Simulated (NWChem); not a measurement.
# UHF/STO-3G run of BNH2Cl (SMILES N[B]Cl)

Aim: the vertical ionisation energy of BNH2Cl at UHF/STO-3G, from 2 runs. 

Program for the calculation: NWChem 7.3.0.

1 further run of the same task is left out (set aside as unsound or not needed).

### 1 Starting point

The species is BNH2Cl (5 atoms), meant as a doublet with charge 0. As SMILES, `N[B]Cl`. The coordinates come from a PBE0-D4/def2-TZVP relaxation. This is one conformer, not always the lowest.

Bond lengths: N1–B2 1.376 Å, B2–Cl3 1.746 Å, N1–H4 1.005 Å, N1–H5 1.010 Å. Angles: N1–B2–Cl3 124.3°, B2–N1–H4 122.3°, B2–N1–H5 123.4°, H4–N1–H5 114.3°.

### 2 Energy and gradient at UHF/STO-3G

bclh2n.xyz reads:

```xyz
5
BClH2N gradient
N     -0.334000     0.412100    -0.256700
B     -0.098400    -0.544600     0.704400
Cl     1.343200    -1.526200     0.784600
H     -1.176700     0.959900    -0.273100
H      0.315800     0.625100    -1.000600
```

bclh2n.nw reads:

```
start bclh2n
title "BClH2N gradient"
memory 2200 mb

geometry units angstroms noautosym nocenter noautoz
 load bclh2n.xyz
end

basis "ao basis" spherical bse
 * library STO-3G
end

scf
 doublet
 uhf
 thresh 1e-08
 maxiter 80
end

task scf gradient
```

The run is started by

```sh
$ nwchem bclh2n.nw > bclh2n.out
```

What it wrote:

```text
[...]
  functions       =    21
[...]
  wavefunction    = UHF
[...]
         Total SCF energy =   -533.866521368657
      One electron energy =   -892.142391029700
      Two electron energy =    280.657787940467
 Nuclear repulsion energy =     77.618081720576
                       Sz =      0.5000
                 Sz(Sz+1) =      0.7500
                      S^2 =      0.7587
[...]
                         UHF ENERGY GRADIENTS
    atom               coordinates                        gradient
                 x          y          z           x          y          z
   1 N      -0.631168   0.778756  -0.485093   -0.012138   0.018915  -0.013360
   2 B      -0.185949  -1.029145   1.331123    0.028987  -0.018351  -0.000021
   3 Cl      2.538280  -2.884100   1.482679   -0.023799   0.014127   0.001139
   4 H      -2.223641   1.813948  -0.516084    0.011691  -0.009359   0.002310
   5 H       0.596775   1.181268  -1.890860   -0.004741  -0.005332   0.009931
[...]
```

It took 1.8 s on 1 thread of Intel Xeon Platinum 8259CL at 2.50GHz (Skylake/Cascade Lake), shared host; peak memory 0.1 GiB.

### 3 The singlet cation: the energy at HF/STO-3G

sp.nw reads:

```
start sp
memory stack 880 mb heap 220 mb global 1100 mb
charge 1
geometry units atomic noautosym nocenter noautoz
 N  -0.63116853  0.77875614 -0.48509270
 B  -0.18594905 -1.02914485  1.33112308
 Cl  2.53828013 -2.88410001  1.48267912
 H  -2.22364073  1.81394811 -0.51608420
 H   0.59677551  1.18126780 -1.89085996
end
basis spherical bse
 N library STO-3G
 B library STO-3G
 Cl library STO-3G
 H library STO-3G
end
scf
 thresh 1e-08
 maxiter 80
 print medium
end
task scf energy
```

The run is started by

```sh
$ nwchem sp.nw > sp.out
```

What it wrote:

```text
[...]
  functions       =    21
[...]
  wavefunction    = RHF
[...]
         Total SCF energy =   -533.616186149059
      One-electron energy =   -881.671926892470
      Two-electron energy =    270.437664637032
 Nuclear repulsion energy =     77.618076106379
        Time for solution =      0.9s
[...]
```

It took 1.5 s on 1 thread of Intel Xeon Platinum 8259CL at 2.50GHz (Skylake/Cascade Lake), shared host; peak memory 0.099 GiB.

### 4 Results

Level: UHF/STO-3G.

```
                                          quantity          value
                      doublet BNH2Cl: total energy  -533.86652 Eh
                     doublet BNH2Cl: dipole moment         3.27 D
doublet BNH2Cl: HOMO energy (highest over α and β)       -7.69 eV
 doublet BNH2Cl: LUMO energy (lowest over α and β)        7.85 eV
                              doublet BNH2Cl: ⟨S²⟩          0.759
          doublet BNH2Cl: largest force on an atom     1.764 eV/Å
                      singlet cation: total energy  -533.61619 Eh
                       singlet cation: HOMO energy      -17.88 eV
                       singlet cation: LUMO energy       -5.46 eV
                     singlet cation: HOMO–LUMO gap       12.43 eV
vertical ionisation energy (to the singlet cation)       6.812 eV
```

Removing an electron at fixed nuclei costs 6.81 eV (157 kcal/mol). The largest force (doublet BNH2Cl) is 1.76 eV/Å: the shape isn't a stationary point for this species at this level. Only the singlet of the ionised species was computed; a triplet could lie lower. In a minimal basis such a difference can be off by several eV, whatever the method. Mulliken charges (doublet BNH2Cl) run from -0.50 on N1 to +0.37 on B2. Mulliken charges (singlet cation) run from -0.45 on N1 to +0.75 on B2.
